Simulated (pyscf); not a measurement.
Optimised with ωB97X-D3(BJ)/def2-SVP in PySCF.

SMILES: [F][WH]([F])([F])([F])[Cl]
```xyz
7

F      0.8134     0.5938    -1.0315
W      0.5864    -0.2077     0.6175
F      1.4697    -1.0972     1.9811
F     -0.9516    -0.9585     1.3164
F      0.6448    -1.7200    -0.4674
Cl     1.8705     1.5257     1.3669
H     -0.5237     1.0363     0.7692
```
Charge 0, spin multiplicity 1.

Task: How much does it cost (ΔH, 298 K, ωB97M-D3(BJ)/def2-TZVP) to split F–WH(F)(F)(F)–Cl at its Cl–W bond into [F–WH(F)(F)–F]• + Cl•?

Result: Cl–W to [F–WH(F)(F)–F]• + Cl•: 239.8 kJ/mol. The 7 functionals that were run give +227.3 (M06-2X) to +297.7 kJ/mol (PBE). The radicals are drawn with the spin at the cut bond; how far it spreads was not checked. Left out: the spin-orbit lowering of Cl. Open-shell species with a d-block atom are single-reference here; other states, and whether the spin sits on metal or ligand, were not checked. Elements past Kr carry the def2 core potentials, without spin-orbit coupling.
